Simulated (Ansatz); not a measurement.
System: fcc Au. Method: r²SCAN (Ansatz, a program for electronic structure, plane waves, PAW).

Settings: plane-wave cutoff 500 eV, 8×18×1 k mesh (along the axes of the cell as run), Fermi–Dirac smearing 0.1 eV, scalar-relativistic PAW data made under PBE.

Give the computed surface energy of the (211) face and work function of the (211) face.


- surface energy of the (211) face = 1.00 J/m²
- work function of the (211) face = 5.09 eV

The slab of 24 atoms is relaxed and unreconstructed.

Spin–orbit coupling is not included; it can shift volumes and moduli of such heavy elements.

The computed numbers hold no vibrational or temperature effects.

The result took very roughly 4 core-hours.
